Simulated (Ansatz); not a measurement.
Input file:

```yaml
crystal:
  periodic: [false, false, false]
  atoms:
    - {symbol: Al, position_ang: [0.000000, 0.000000, 0.000000]}
    - {symbol: P, position_ang: [0.000000, 0.000000, 4.176000]}
basis:
  gaussian: {orbitals: STO-3G}
magnetization: {spin_polarized: false, initial_magnetization: 2}
correlation: {method: fic_mrcisd_q, electrons: valence, active_space: {window: {electrons: 4, orbitals: 4}, states: [{multiplicity: 3, weights: [1, 1]}], root: 5}}
```

```sh
$ ansatz run in.yaml --threads 1 --pin off --events-out ev --progress --plain --max-ram 2393MiB
```

(1) One thing in this input was set wrong on purpose, beside settings that are merely unusual. What is the gravest fault, and what does the program do?

Answers

(1) Root beyond the states. How the run ends: refused.
```
Error: the active space averages no state 5, counted from zero
```
